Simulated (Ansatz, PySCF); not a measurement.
Species: CH2O2, charge -1, multiplicity 2. 
Structure (B3LYP-D3(BJ)/def2-TZVP (Ansatz, an electronic-structure program) minimum search):
```xyz
5

O      0.8954    -0.7700    -0.0197
C     -0.4590    -0.2040     0.2014
O     -0.5773     1.0372    -0.0634
H      1.3762     0.0312    -0.2770
H     -1.1675    -0.9451    -0.2667
```
Charge -1, spin multiplicity 2.

Total electronic energies in hartree. Correlated levels leave the core frozen unless marked. UHF or UKS for open shells. Spin-orbit coupling is left out. Non-relativistic. 

```
level                        program  energy (Eh)
--------------------  --------------  -----------
RI-HF/aug-cc-pVTZ             Ansatz   -188.76935
RI-HF/cc-pVQZ                 Ansatz   -188.77556
revPBE/def2-TZVPD             Ansatz   -189.75459
TPSS-D4/def2-TZVPD     PySCF + dftd4   -189.83135
B97M-V/def2-TZVPD             Ansatz   -189.75297
B3LYP-D4/def2-TZVPD   Ansatz + dftd4   (withheld)
PW6B95-D4/def2-TZVPD   PySCF + dftd4   (withheld)
M06-2X/def2-TZVPD              PySCF   (withheld)
MP2/6-31G                     Ansatz   -188.91868
RI-MP2/cc-pVQZ                Ansatz   -189.47121
SCS-MP2/6-31G*                Ansatz   -189.12683
SCS-MP2/cc-pVTZ               Ansatz   -189.38235
CCSD(T)/cc-pVDZ               Ansatz   -189.21602
CCSD(T)/cc-pVTZ               Ansatz   -189.43288
```

### Question
Complete the blanks.

### Answer

- B3LYP-D4/def2-TZVPD, energy (Eh): -189.81276
- PW6B95-D4/def2-TZVPD, energy (Eh): -190.01566
- M06-2X/def2-TZVPD, energy (Eh): -189.72151
